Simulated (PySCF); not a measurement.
Basis set benchmark on one molecule

Molecule: SMILES N#N, N$_{2}$.

Cartesian coordinates in Å; atom numbers follow the order of the lines, from 1:
```xyz
2

N     0.571   -0.057    0.007
N    -0.527   -0.033   -0.001
```

Geometry PBE0-D3(BJ)/def2-SVP throughout; GIAO in PySCF 2.14, gas phase, one conformer, non-relativistic; equivalent atoms averaged; functional PBE0.

Reference values (CCSD(T)/pcSseg-4; gas (isolated, no vibration); G. L. Stoychev, PhD thesis, Univ. Bonn 2021 (Stoychev, Auer, Izsak, Neese, JCTC 2018, 14, 619)): σ(N1/N2) = -61.2 ppm.

How do the basis sets STO-3G, 6-31G, pcSseg-0, 6-31G*, def2-SVP, cc-pVDZ, pcSseg-1, aug-cc-pVDZ, 6-311+G(2d,p), cc-pVTZ, def2-TZVP, IGLO-III, pcSseg-2, pcSseg-3 perform against the reference? Times are CPU seconds on shared hosts with different chips, so compare them loosely.

Answers


```
    basis set  functions   N1/N2  abs. error N  core-s
       STO-3G         10    32.7          93.9    0.12
        6-31G         18   -68.9           7.7    0.28
     pcSseg-0         18  -115.5          54.3     0.5
       6-31G*         28   -52.7           8.5    0.33
     def2-SVP         28   -56.2           5.0    0.31
      cc-pVDZ         28   -62.4           1.2     0.6
     pcSseg-1         34   -95.9          34.7    0.64
  aug-cc-pVDZ         46   -53.6           7.6     0.7
6-311+G(2d,p)         54   -80.3          19.1    0.41
      cc-pVTZ         60   -83.4          22.2     0.9
    def2-TZVP         62   -84.0          22.8    0.53
     IGLO-III         70   -91.8          30.6     0.9
     pcSseg-2         72   -94.1          32.9     0.5
     pcSseg-3        144   -95.0          33.8     2.6
```

For ¹⁵N the closest is cc-pVDZ (1.2 ppm) and the furthest STO-3G (93.9 ppm). Where a smaller basis beats a larger one, errors probably cancel; the largest sets show where the functional converges. One molecule is a small sample, and the reference may use another geometry.

A small basis that lands close on one nucleus may do so by chance; judge by the trend and by all nuclei.
